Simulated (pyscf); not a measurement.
PySCF, gas phase, ωB97X-D3(BJ)/def2-SVP geometries.

**Question.** HO–Ta(F)(F)(F)–F (SMILES [OH][Ta]([F])([F])([F])[F]) + H• (SMILES [H]) → H₂O (SMILES O) + [F–Ta(F)(F)–F]• (SMILES [F][Ta]([F])([F])[F])
Surface: doublet. Broken: O–Ta. Formed: H–O. Give ΔE‡ and ΔE from PBE0-D3(BJ)/def2-TZVP, relative to the separated reactants.

**Answer.** ΔE‡ = 0.32 eV, ΔE = -0.30 eV. ωB97M-D3(BJ)/def2-TZVP gives 0.42 eV and -0.39 eV. Zero-point energy shifts the barrier by +0.13 eV. It is a substitution at O, with an imaginary mode of 787i cm⁻¹. On the product side the descent ends in an adduct with a O–Ta contact (not fully relaxed), 0.83 eV under the separated species and 1.46 eV under the saddle at ωB97X-D3(BJ)/def2-TZVP. What is counted as broken (O–Ta) persists as a longer contact in the product adduct; parting that adduct is a step of its own. At the saddle there is also a short H–Ta contact that neither side keeps. One saddle was located; it need not be the lowest between these sides. The angle at the attacked O is 61° (front-side attack). Open-shell species with a d-block atom are single-reference here; other states, and whether the spin sits on metal or ligand, were not checked. Elements past Kr carry the def2 core potentials, without spin-orbit coupling.
